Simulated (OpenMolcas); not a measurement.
**SiH4S (Si(SH)H3), step by step**

Aim: a single-point energy (UHF/STO-3G), then the energy (CASSCF(2,2)/STO-3G), then the energy (CASPT2(2,2)/STO-3G), then a single-point energy (SC-NEVPT2(2,2)/STO-3G), then the energy (MRCI(2,2)/STO-3G) of SiH4S (Si(SH)H3). 

Program for the calculation: OpenMolcas 26.06.

2 further runs of the same task are left out: 1 for a known fault of the program, 1 set aside as unsound or not needed.

### 1 Starting point

SiH4S has 6 atoms, charge 0, and is taken as a singlet. SMILES: `[H][Si]([H])([H])S`. The Si1–H4 distance was set to 2.903 Å, away from the relaxed value. At this shape a bond of the SMILES string is far longer than usual.

Bond lengths: Si1–S2 2.147 Å, S2–H3 1.325 Å, Si1–H5 1.457 Å, Si1–H6 1.458 Å. Angles: Si1–S2–H3 97.0°, S2–Si1–H5 107.7°, S2–Si1–H6 107.7°, H5–Si1–H6 111.3°.

### 2 The energy at UHF/STO-3G (run 1)

step1.input reads:

```
&GATEWAY
  BasLib
  $CurrDir
  BasisSet
  Si.STO-3G....
  Si1 -1.203591 -0.008390 -0.179210 angstrom
  End of Basis
  BasisSet
  S.STO-3G....
  S2 -1.151081 0.025970 1.966840 angstrom
  End of Basis
  BasisSet
  H.STO-3G....
  H3 -2.461611 0.066060 2.160610 angstrom
  H4 1.606010 -0.020690 -0.909950 angstrom
  H5 -1.908031 1.186750 -0.624790 angstrom
  H6 -1.905701 -1.218950 -0.586650 angstrom
  End of Basis

&SEWARD

&SCF
  UHF
  Scramble
  0.25
  PrOrbitals
  1 1
```

The basis set STO-3G is read from a file made from the Basis Set Exchange's data (not shown).

Command:

```
$ export MOLCAS_MEM=1860
$ pymolcas step1.input > step1.log
```

Standard output:

```text
--- Start Module: gateway ---
[...]
--- Stop Module: gateway /rc=_RC_ALL_IS_WELL_ ---
--- Start Module: seward ---
[...]
      Basis functions           22
--- Stop Module: seward /rc=_RC_ALL_IS_WELL_ ---
--- Start Module: scf ---
[...]
       Convergence after  22 Iterations
[...]
::    Total SCF energy                               -680.9486156144
[...]
      Total spin, S                                     0.5989302232
[...]
      Total electronic charge=   34.000000
      Total            charge=   -0.000000
[...]
      Dipole Moment (debye):
      Origin of the operator (angstrom)=   -1.1751    0.0095    0.9051
                   X= -1.5779E-01               Y= -1.0460E-03               Z= -1.4533E+00           Total=  1.4619E+00
      Quadrupole Moment (debye*angstrom):
[...]
--- Stop Module: scf /rc=_RC_ALL_IS_WELL_ ---
[...]
```

Wall time 2 s (1 thread of Arm Neoverse V1, shared host); peak memory 0.37 GiB.

### 3 A single-point energy at CASSCF(2,2)/STO-3G (run 2)

step2.inp reads:

```
* H4SSi CASSCF

&GATEWAY
 BASLIB=$CurrDir
 BASISSET
 Si.STO-3G....
 Si1 -1.203591 -0.008390 -0.179210 angstrom
 End of Basis
 BASISSET
 S.STO-3G....
 S2 -1.151081 0.025970 1.966840 angstrom
 End of Basis
 BASISSET
 H.STO-3G....
 H3 -2.461611 0.066060 2.160610 angstrom
 H4 1.606010 -0.020690 -0.909950 angstrom
 H5 -1.908031 1.186750 -0.624790 angstrom
 H6 -1.905701 -1.218950 -0.586650 angstrom
 End of Basis

&SEWARD

&RASSCF
 FILEORB=$CurrDir/step1.UnaOrb
 SPIN=1
 NACTEL=2 0 0
 INACTIVE=16
 RAS2=2
 ORBLISTING=Nothing
 ORBAPPEAR=Compact
```

The basis set STO-3G is read from a file made from the Basis Set Exchange's data (not shown).

Command:

```
$ export MOLCAS_MEM=1860
$ pymolcas step2.inp > step2.log
```

Standard output:

```text
--- Start Module: gateway ---
[...]
--- Stop Module: gateway /rc=_RC_ALL_IS_WELL_ ---
--- Start Module: seward ---
[...]
      Basis functions           22
--- Stop Module: seward /rc=_RC_ALL_IS_WELL_ ---
--- Start Module: rasscf ---
[...]
      Number of active orbitals                  2
[...]
      Spin quantum number                      0.0
[...]
      Active orbitals                            2
[...]
      Number of CSFs                             3
[...]
      Number of root(s) required                 1
[...]
      Convergence after  7 iterations
[...]
      printout of CI-coefficients larger than  0.05 for root  1
      energy=    -680.956195
      conf/sym  11     Coeff  Weight
             1  20  -0.83472 0.69676
             3  02   0.55067 0.30324
      Natural orbitals and occupation numbers for root  1
      sym 1:   1.393520   0.606480
      ************************************************************************************************************************
      *                                                    Final results                                                     *
[...]
::    RASSCF root number  1 Total energy:   -680.95619456
[...]
      Total electronic charge=   34.000000
      Total            charge=   -0.000000
[...]
      Dipole Moment (debye):
      Origin of the operator (angstrom)=   -1.1751    0.0095    0.9051
                   X= -2.5978E-01               Y= -6.9937E-04               Z= -1.4295E+00           Total=  1.4530E+00
      Quadrupole Moment (debye*angstrom):
[...]
--- Stop Module: rasscf /rc=_RC_ALL_IS_WELL_ ---
[...]
```

It took 1.7 s on 1 thread of Arm Neoverse V1, shared host; peak memory 0.37 GiB.

### 4 The energy at CASPT2(2,2)/STO-3G (run 3)

step3.inp reads:

```
>>> EXPORT MOLCAS_PRINT=2

&gateway
  baslib
  $CurrDir
  basisset
  Si.STO-3G....
  Si1 -1.203591 -0.008390 -0.179210 angstrom
  End of Basis
  basisset
  S.STO-3G....
  S2 -1.151081 0.025970 1.966840 angstrom
  End of Basis
  basisset
  H.STO-3G....
  H3 -2.461611 0.066060 2.160610 angstrom
  H4 1.606010 -0.020690 -0.909950 angstrom
  H5 -1.908031 1.186750 -0.624790 angstrom
  H6 -1.905701 -1.218950 -0.586650 angstrom
  End of Basis

&seward

&rasscf
  fileorb
  $CurrDir/step2.RasOrb
  spin
  1
  nactel
  2 0 0
  inactive
  16
  ras2
  2
  orblisting
  Nothing
  orbappear
  Compact

&caspt2
  imaginary
  0.1
  frozen
  10
```

The basis set STO-3G is read from a file made from the Basis Set Exchange's data (not shown).

Command:

```
$ export MOLCAS_MEM=1860
$ pymolcas step3.inp > step3.log
```

Standard output:

```text
--- Start Module: gateway ---
[...]
--- Stop Module: gateway /rc=_RC_ALL_IS_WELL_ ---
[...]
      Basis functions           22
[...]
--- Start Module: rasscf ---
[...]
      Number of active orbitals                  2
[...]
      Spin quantum number                      0.0
[...]
      Active orbitals                            2
[...]
      Number of CSFs                             3
[...]
      Number of root(s) required                 1
[...]
      Convergence after  4 iterations
[...]
      printout of CI-coefficients larger than  0.05 for root  1
      energy=    -680.956195
      conf/sym  11     Coeff  Weight
             1  20  -0.83472 0.69676
             3  02   0.55067 0.30324
      Natural orbitals and occupation numbers for root  1
      sym 1:   1.393520   0.606480
      ************************************************************************************************************************
      *                                                    Final results                                                     *
[...]
::    RASSCF root number  1 Total energy:   -680.95619456
[...]
      Total electronic charge=   34.000000
      Total            charge=   -0.000000
[...]
      Dipole Moment (debye):
      Origin of the operator (angstrom)=   -1.1751    0.0095    0.9051
                   X= -2.5978E-01               Y= -6.9967E-04               Z= -1.4296E+00           Total=  1.4530E+00
      Quadrupole Moment (debye*angstrom):
[...]
--- Stop Module: rasscf /rc=_RC_ALL_IS_WELL_ ---
--- Start Module: caspt2 ---
[...]
 ###    WARNING: User changed nr of frozen orbitals.                         ###
 ###############################################################################
[...]
      E2 (Variational):          -0.0520419457
      Total energy:            -681.0082365060
[...]
      Reference weight:           0.97301
[...]
::    CASPT2 Root  1     Total energy:   -681.00823651
[...]
--- Stop Module: caspt2 /rc=_RC_ALL_IS_WELL_ ---
[...]
```

It took 1.7 s on 1 thread of Arm Neoverse V1, shared host; peak memory 0.37 GiB.

### 5 A single-point energy at SC-NEVPT2(2,2)/STO-3G (run 4)

step4.input reads:

```
>>> EXPORT MOLCAS_PRINT=2

&GATEWAY
  BasLib = $CurrDir
  BasisSet
  Si.STO-3G....
  Si1 -1.203591 -0.008390 -0.179210 angstrom
  End of Basis
  BasisSet
  S.STO-3G....
  S2 -1.151081 0.025970 1.966840 angstrom
  End of Basis
  BasisSet
  H.STO-3G....
  H3 -2.461611 0.066060 2.160610 angstrom
  H4 1.606010 -0.020690 -0.909950 angstrom
  H5 -1.908031 1.186750 -0.624790 angstrom
  H6 -1.905701 -1.218950 -0.586650 angstrom
  End of Basis

&SEWARD

&RASSCF
  FileOrb = $CurrDir/step2.RasOrb
  Spin = 1
  Nactel = 2 0 0
  Inactive = 16
  Ras2 = 2
  OrbListing = Nothing
  OrbAppear = Compact

&CASPT2
  SC-NEVPT2
  Frozen = 10
```

The basis set STO-3G is read from a file made from the Basis Set Exchange's data (not shown).

Command:

```
$ export MOLCAS_MEM=1860
$ pymolcas step4.input > step4.log
```

Standard output:

```text
--- Start Module: gateway ---
[...]
--- Stop Module: gateway /rc=_RC_ALL_IS_WELL_ ---
[...]
      Basis functions           22
[...]
--- Start Module: rasscf ---
[...]
      Number of active orbitals                  2
[...]
      Spin quantum number                      0.0
[...]
      Active orbitals                            2
[...]
      Number of CSFs                             3
[...]
      Number of root(s) required                 1
[...]
      Convergence after  4 iterations
[...]
      printout of CI-coefficients larger than  0.05 for root  1
      energy=    -680.956195
      conf/sym  11     Coeff  Weight
             1  20  -0.83472 0.69676
             3  02   0.55067 0.30324
      Natural orbitals and occupation numbers for root  1
      sym 1:   1.393520   0.606480
      ************************************************************************************************************************
      *                                                    Final results                                                     *
[...]
::    RASSCF root number  1 Total energy:   -680.95619456
[...]
      Total electronic charge=   34.000000
      Total            charge=   -0.000000
[...]
      Dipole Moment (debye):
      Origin of the operator (angstrom)=   -1.1751    0.0095    0.9051
                   X= -2.5978E-01               Y= -6.9967E-04               Z= -1.4296E+00           Total=  1.4530E+00
      Quadrupole Moment (debye*angstrom):
[...]
--- Stop Module: rasscf /rc=_RC_ALL_IS_WELL_ ---
--- Start Module: caspt2 ---
[...]
 ###    WARNING: User changed nr of frozen orbitals.                         ###
 ###############################################################################
[...]
      E2 (Variational):          -0.0513837014
[...]
      E2 (Variational):          -0.0513600775
      Total energy:            -681.0075546377
[...]
      Reference weight:           0.97366
[...]
::    SC-NEVPT2 Root  1     Total energy:   -681.00755464
[...]
--- Stop Module: caspt2 /rc=_RC_ALL_IS_WELL_ ---
[...]
```

Run time: 1.7 s. Hardware: 1 thread of Arm Neoverse V1, shared host; peak memory 0.37 GiB.

### 6 A single-point energy at MRCI(2,2)/STO-3G (run 5)

step5.inp reads:

```
&gateway
 baslib
 $CurrDir
 basisset
 Si.STO-3G....
 Si1 -1.203591 -0.008390 -0.179210 angstrom
 End of Basis
 basisset
 S.STO-3G....
 S2 -1.151081 0.025970 1.966840 angstrom
 End of Basis
 basisset
 H.STO-3G....
 H3 -2.461611 0.066060 2.160610 angstrom
 H4 1.606010 -0.020690 -0.909950 angstrom
 H5 -1.908031 1.186750 -0.624790 angstrom
 H6 -1.905701 -1.218950 -0.586650 angstrom
 End of Basis

&seward

&rasscf
 fileorb
 $CurrDir/step2.RasOrb
 spin
 1
 nactel
 2 0 0
 inactive
 16
 ras2
 2
 orblisting
 Nothing
 orbappear
 Compact

&motra
 lumorb
 frozen
 10

&guga
 electrons
 14
 spin
 1
 inactive
 6
 active
 2
 ciall
 1

&mrci
 sdci
```

The basis set STO-3G is read from a file made from the Basis Set Exchange's data (not shown).

Command:

```
$ export MOLCAS_MEM=1860
$ pymolcas step5.inp > step5.log
```

Standard output:

```text
--- Start Module: gateway ---
[...]
--- Stop Module: gateway /rc=_RC_ALL_IS_WELL_ ---
[...]
      Basis functions           22
[...]
      Number of active orbitals                  2
[...]
      Spin quantum number                      0.0
[...]
      Active orbitals                            2
[...]
      Number of CSFs                             3
[...]
      Number of root(s) required                 1
[...]
      Convergence after  4 iterations
[...]
      printout of CI-coefficients larger than  0.05 for root  1
      energy=    -680.956195
      conf/sym  11     Coeff  Weight
             1  20  -0.83472 0.69676
             3  02   0.55067 0.30324
      Natural orbitals and occupation numbers for root  1
      sym 1:   1.393520   0.606480
      ************************************************************************************************************************
      *                                                    Final results                                                     *
[...]
::    RASSCF root number  1 Total energy:   -680.95619456
[...]
      Dipole Moment (debye):
      Origin of the operator (angstrom)=   -1.1751    0.0095    0.9051
                   X= -2.5978E-01               Y= -6.9967E-04               Z= -1.4296E+00           Total=  1.4530E+00
      Quadrupole Moment (debye*angstrom):
[...]
      *** WARNING: Default frozen orbitals is overwritten by user input.
      *** Default values:   7
[...]
--- Start Module: guga ---
[...]
--- Stop Module: guga /rc=_RC_ALL_IS_WELL_ ---
--- Start Module: mrci ---
[...]
       (But an ACPF correction will be computed)
       USE THE DEFAULT ACPF G-VALUE GFAC=  0.14285714285714285
[...]
                      CI ENERGY:  -681.02890216
[...]
                ACPF CORRECTION:    -0.00350218
[...]
      Total electronic charge=   34.000000
      Total            charge=   -0.000000
[...]
     ACPF CORRECTION:     -0.00350218
[...]
  CI State   1     Total energy:   -681.02890216     QDav:     -0.00411894     QACPF:     -0.00350218
[...]
--- Stop Module: mrci /rc=_RC_ALL_IS_WELL_ ---
[...]
```

It took 1.8 s on 1 thread of Arm Neoverse V1, shared host; peak memory 0.37 GiB.

### 7 Summary of results

| quantity | value |
| --- | --- |
| run 1, UHF/STO-3G: total energy | -680.94862 Eh |
| run 1, UHF/STO-3G: dipole moment | 1.46 D |
| run 1, UHF/STO-3G: HOMO energy | -6.77 eV |
| run 1, UHF/STO-3G: LUMO energy | 5.76 eV |
| run 1, UHF/STO-3G: HOMO–LUMO gap | 12.54 eV |
| run 1, UHF/STO-3G: ⟨S²⟩ | 0.958 |
| run 2, CASSCF(2,2)/STO-3G: total energy | -680.95619 Eh |
| run 2, CASSCF(2,2)/STO-3G: dipole moment (CASSCF density) | 1.45 D |
| run 3, CASPT2(2,2)/STO-3G: total energy | -681.00824 Eh |
| run 3, CASPT2(2,2)/STO-3G: dipole moment (CASSCF density) | 1.45 D |
| run 4, SC-NEVPT2(2,2)/STO-3G: total energy | -681.00755 Eh |
| run 4, SC-NEVPT2(2,2)/STO-3G: dipole moment (CASSCF density) | 1.45 D |
| run 5, MRCI(2,2)/STO-3G: total energy | -681.02890 Eh |
| run 5, MRCI(2,2)/STO-3G: dipole moment (CASSCF density) | 1.45 D |

**Reading.** ⟨S²⟩ (run 1, UHF/STO-3G) is 0.96 where a pure singlet has 0.00: the reference is spin-contaminated. Mulliken charges (run 1, UHF/STO-3G) run from -0.16 on H5 to +0.48 on Si1; they depend strongly on the basis. Mulliken charges (run 2, CASSCF(2,2)/STO-3G) run from -0.16 on H5 to +0.48 on Si1; they depend strongly on the basis.
